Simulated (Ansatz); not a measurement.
# BClF with multiplicity 2: molecular dynamics, part 2 of 2

Aim: follow the molecule's vibrations and see whether its bonds hold. The start is relaxed first. Runs: 150 steps of 2 fs at constant energy, with velocities drawn for 1000 K; 150 steps of 2 fs at constant energy, with velocities drawn for 700 K. SMILES of the start: F[B]Cl.

Ansatz 0.2.0; UKS PBE0-D4/def2-SVP. Earlier steps stand in the parts before.

## 6. Snapshots as a file

Positions (Å) and forces (eV/Å):

```xyz
3
time_fs=38.0 T=729 dE=0.0365
F     0.518    1.099    0.395   -0.267   -0.224   -0.167
B    -0.374    0.328   -0.167    0.409   -0.930    0.122
Cl   -0.157   -1.457   -0.239   -0.143    1.154    0.045
3
time_fs=76.0 T=565 dE=0.0574
F     0.517    1.062    0.390    0.017    0.410    0.052
B    -0.398    0.346   -0.178    0.339   -1.511    0.023
Cl   -0.149   -1.443   -0.233   -0.356    1.101   -0.075
3
time_fs=112.0 T=93 dE=0.1205
F     0.530    1.114    0.403   -1.243   -0.927   -0.767
B    -0.396    0.346   -0.177    1.524   -0.807    0.735
Cl   -0.157   -1.471   -0.240   -0.281    1.734    0.032
3
time_fs=150.0 T=63 dE=0.1243
F     0.520    1.062    0.392   -0.179    0.397   -0.055
B    -0.413    0.372   -0.183    0.683   -1.985    0.157
Cl   -0.147   -1.451   -0.233   -0.503    1.588   -0.103
3
time_fs=188.0 T=223 dE=0.1036
F     0.531    1.110    0.403   -1.394   -1.056   -0.862
B    -0.398    0.333   -0.179    1.650   -0.421    0.844
Cl   -0.157   -1.464   -0.239   -0.256    1.478    0.019
3
time_fs=224.0 T=675 dE=0.0442
F     0.509    1.069    0.387    0.746    0.809    0.487
B    -0.374    0.335   -0.166   -0.541   -1.700   -0.471
Cl   -0.152   -1.443   -0.235   -0.205    0.891   -0.016
3
time_fs=262.0 T=930 dE=0.0100
F     0.517    1.089    0.394   -0.569   -0.502   -0.359
B    -0.375    0.297   -0.170    0.614    0.158    0.347
Cl   -0.157   -1.442   -0.237   -0.045    0.343    0.012
3
time_fs=300.0 T=736 dE=0.0359
F     0.499    1.082    0.383    1.207    0.855    0.740
B    -0.332    0.283   -0.149   -1.390   -0.498   -0.801
Cl   -0.160   -1.434   -0.238    0.183   -0.357    0.061
```

On run 1: The temperature starts at 1000 K and averages 485 K in the second half, where it ranges from 15 to 965 K; a mean near half the start is what vibrations about a minimum give, since they share energy equally between motion and strain. The total energy strays from its start by at most 1.43 meV/atom, 6.7 % of the mean kinetic energy, which is poor: the step of 2 fs is too long for the fastest motion. The bonds all hold.

## 7. Run 2

150 steps of 2 fs at constant energy, with velocities drawn for 700 K, starting from the last frame of an earlier run, with new velocities.

The input, input.yaml:

```yaml
crystal:
  periodic: [false, false, false]
  atoms:
    - { symbol: F, position_ang: [0.499297, 1.081782, 0.383046] }
    - { symbol: B, position_ang: [-0.332175, 0.283076, -0.149035] }
    - { symbol: Cl, position_ang: [-0.159982, -1.434096, -0.238026] }
magnetization:
  spin_polarized: true
  initial_magnetization: 1
basis:
  gaussian: { orbitals: def2-SVP }
hamiltonian:
  xc: pbe0
  dispersion: d4
md:
  timestep: 2.0
  n_steps: 150
  ensemble: nve
  temperature: 700.0
  initial_velocities: maxwell_boltzmann
  seed: 489291
```

Run with:

```
$ ansatz run input.yaml --threads 1 --pin off --max-ram 2048MiB --backend cpu --events-out ev --progress --plain --runs-dir out
```

Log, shortened:

```text
Warning: RAYON_NUM_THREADS=1 ignored (pool sized by the plan → 1); use --threads N
[...]
Functional definition: PBE0
[...]
474 factors; integrals over basis functions are off by at most 5.2e-4 eV
[...]
mean field -15902.00644502 eV, -584.3879580873 hartree, gradient 1.7e-5 eV, S^2 0.752178; 0 other end points of the search recorded, 0 dependent functions left out
[...]
reference -15902.00646321 eV, -584.3879587559 hartree; 16, 15 occupied and 30, 31 virtual orbitals, 474 factors
md step     0: t =     0.00 fs  T =   700.0 K  F+E_penalty+E_count = -15902.04209717 eV  E_kin = 0.090482 eV  conserved = -15901.95161517 eV  (30 SCF iters)
[...]
md step    19: t =    38.00 fs  T =   608.0 K  F+E_penalty+E_count = -15902.02997179 eV  E_kin = 0.078588 eV  conserved = -15901.95138375 eV  (35 SCF iters)
[...]
md step    38: t =    76.00 fs  T =   216.5 K  F+E_penalty+E_count = -15901.97816504 eV  E_kin = 0.027987 eV  conserved = -15901.95017776 eV  (26 SCF iters)
[...]
md step    57: t =   114.00 fs  T =   133.9 K  F+E_penalty+E_count = -15901.96749104 eV  E_kin = 0.017314 eV  conserved = -15901.95017696 eV  (27 SCF iters)
[...]
md step    74: t =   148.00 fs  T =   253.2 K  F+E_penalty+E_count = -15901.98310011 eV  E_kin = 0.032734 eV  conserved = -15901.95036642 eV  (34 SCF iters)
md step    75: t =   150.00 fs  T =   190.3 K  F+E_penalty+E_count = -15901.97536925 eV  E_kin = 0.024596 eV  conserved = -15901.95077325 eV  (34 SCF iters)
```

## 8. More of the same log: dynamics from the last frame of an earlier run

Output, continued, shortened:

```text
md step    76: t =   152.00 fs  T =   224.6 K  F+E_penalty+E_count = -15901.98091703 eV  E_kin = 0.029032 eV  conserved = -15901.95188481 eV  (34 SCF iters)
[...]
md step    94: t =   188.00 fs  T =   547.3 K  F+E_penalty+E_count = -15902.02279730 eV  E_kin = 0.070744 eV  conserved = -15901.95205367 eV  (34 SCF iters)
[...]
md step   112: t =   224.00 fs  T =   702.7 K  F+E_penalty+E_count = -15902.04286380 eV  E_kin = 0.090835 eV  conserved = -15901.95202896 eV  (34 SCF iters)
[...]
md step   130: t =   260.00 fs  T =   631.9 K  F+E_penalty+E_count = -15902.03317117 eV  E_kin = 0.081679 eV  conserved = -15901.95149242 eV  (29 SCF iters)
[...]
md step   148: t =   296.00 fs  T =   443.1 K  F+E_penalty+E_count = -15902.00843619 eV  E_kin = 0.057277 eV  conserved = -15901.95115959 eV  (30 SCF iters)
[...]
md step   149: t =   298.00 fs  T =   638.2 K  F+E_penalty+E_count = -15902.03455761 eV  E_kin = 0.082487 eV  conserved = -15901.95207033 eV  (34 SCF iters)
[...]
md step   150: t =   300.00 fs  T =   773.9 K  F+E_penalty+E_count = -15902.05248490 eV  E_kin = 0.100039 eV  conserved = -15901.95244542 eV  (29 SCF iters)
Total energy: -15902.05250272 eV, -584.3896506766 hartree
Atom 0 at     0.518451     1.084493     0.393643 Å, force    -0.505659    -0.279392    -0.301753 eV/Å
Atom 1 at    -0.386151     0.320175    -0.174165 Å, force     0.693330    -0.572190     0.312676 eV/Å
Atom 2 at    -0.153788    -1.446862    -0.236042 Å, force    -0.187671     0.851582    -0.010923 eV/Å
Dipole moment:    -0.019557     0.020122    -0.008399 e Å
```

Wall time 7.4 min (1 thread of Intel Xeon at 2.50GHz (Skylake/Cascade Lake), shared host); peak memory 0.12 GiB.

## 9. Frames and traces

One step in 6; energies are changes from step 0:

```
time (fs)  T (K)  potential energy change (meV/atom)  total energy change (meV/atom)
      0.0    700                                 0.0                            0.00
     12.0    244                                20.0                            0.40
     24.0    456                                10.5                           -0.03
     36.0    438                                11.6                            0.29
     48.0    455                                10.8                            0.30
     60.0    424                                12.0                            0.06
     72.0    210                                21.3                            0.15
     84.0    814                                -5.1                           -0.20
     96.0    428                                11.6                           -0.10
    108.0    484                                 9.0                           -0.34
    120.0    664                                 1.1                           -0.43
    132.0    518                                 7.9                            0.07
    144.0    651                                 1.7                           -0.44
    156.0    225                                20.6                            0.10
    168.0    759                                -2.8                           -0.24
    180.0    593                                 4.6                           -0.04
    192.0    247                                19.5                            0.01
    204.0    781                                -3.9                           -0.44
    216.0    566                                 5.7                           -0.10
    228.0    585                                 4.6                           -0.35
    240.0    447                                10.6                           -0.34
    252.0    551                                 6.3                           -0.09
    264.0    883                                -8.5                           -0.58
    276.0    229                                20.4                            0.08
    288.0    560                                 5.9                           -0.19
    300.0    774                                -3.5                           -0.28
```

time (fs), T (K) and a bar:
```
      0.0        700 ##########################
     14.0        135 ####
     26.0        328 ############
     40.0        808 ##############################
     52.0        294 ##########
     66.0        449 ################
     78.0        464 #################
     92.0        545 ####################
    104.0        608 ######################
    118.0        609 ######################
    130.0        695 ##########################
    144.0        651 ########################
    156.0        225 ########
    170.0        595 ######################
    182.0        635 #######################
    196.0         48 #
    208.0        569 #####################
    222.0        627 #######################
    234.0         26 
    248.0        624 #######################
    260.0        632 #######################
    274.0        266 #########
    286.0        646 ########################
    300.0        774 #############################
```

Maxima of the velocity power spectrum (cm⁻¹, relative height; resolution about 220 cm⁻¹): 390 (90), 830 (100), 1360 (59).

## 10. Positions and forces

Positions (Å) and forces (eV/Å):

```xyz
3
time_fs=38.0 T=608 dE=0.0121
F     0.515    1.059    0.389   -0.773   -0.517   -0.471
B    -0.384    0.260   -0.179    0.690    1.776    0.559
Cl   -0.153   -1.415   -0.232    0.083   -1.258   -0.089
3
time_fs=76.0 T=217 dE=0.0639
F     0.493    1.116    0.383    1.513    0.742    0.893
B    -0.289    0.262   -0.128   -1.969   -0.175   -1.078
Cl   -0.170   -1.446   -0.245    0.456   -0.567    0.186
3
time_fs=112.0 T=60 dE=0.0846
F     0.514    1.024    0.385   -0.857   -0.209   -0.484
B    -0.405    0.248   -0.192    0.776    2.551    0.688
Cl   -0.146   -1.392   -0.226    0.081   -2.343   -0.204
3
time_fs=150.0 T=190 dE=0.0667
F     0.495    1.135    0.386    1.375    0.492    0.792
B    -0.282    0.269   -0.123   -1.849   -0.405   -1.038
Cl   -0.173   -1.458   -0.247    0.474   -0.087    0.246
3
time_fs=188.0 T=547 dE=0.0193
F     0.513    1.024    0.385   -0.458    0.167   -0.229
B    -0.403    0.273   -0.188    0.540    1.231    0.421
Cl   -0.146   -1.400   -0.227   -0.082   -1.399   -0.192
3
time_fs=224.0 T=703 dE=-0.0008
F     0.506    1.118    0.391    0.687    0.200    0.391
B    -0.328    0.303   -0.144   -0.846   -0.897   -0.550
Cl   -0.165   -1.460   -0.243    0.159    0.698    0.159
3
time_fs=262.0 T=825 dE=-0.0173
F     0.519    1.064    0.392   -0.561   -0.155   -0.319
B    -0.396    0.312   -0.180    0.780   -0.255    0.393
Cl   -0.151   -1.433   -0.233   -0.218    0.410   -0.074
3
time_fs=300.0 T=774 dE=-0.0104
F     0.518    1.085    0.394   -0.506   -0.279   -0.302
B    -0.386    0.320   -0.174    0.693   -0.572    0.313
Cl   -0.154   -1.447   -0.236   -0.188    0.852   -0.011
```

Reading of run 2. The temperature starts at 700 K and averages 475 K in the second half, where it ranges from 26 to 883 K. The total energy strays from its start by at most 0.66 meV/atom, 3.2 % of the mean kinetic energy, fair for a step of 2 fs. The bonding pattern survives the run.

## 11. What came out

This closing draws on all 2 parts.

| quantity | value |
| --- | --- |
| relaxation of the start | 5 moves, 0.555 eV lower |
| run 1: length | 150 steps of 2 fs |
| run 1: temperature, first and last step | 1000 and 736 K |
| run 1: temperature, second half | mean 485 K, from 15 to 965 K |
| run 1: potential energy, second half | +23 meV/atom from this run's first step |
| run 1: largest change of the total energy | 1.43 meV/atom |
| run 1: bonds formed or broken | 0 |
| run 2: length | 150 steps of 2 fs |
| run 2: temperature, first and last step | 700 and 774 K |
| run 2: temperature, second half | mean 475 K, from 26 to 883 K |
| run 2: potential energy, second half | +10 meV/atom from this run's first step |
| run 2: largest change of the total energy | 0.66 meV/atom |
| run 2: bonds formed or broken | 0 |

Mean temperatures of the second halves: 485 K, 475 K. No bond formed or broke in any run. Averages from a run of 300 fs with 3 atoms are rough.
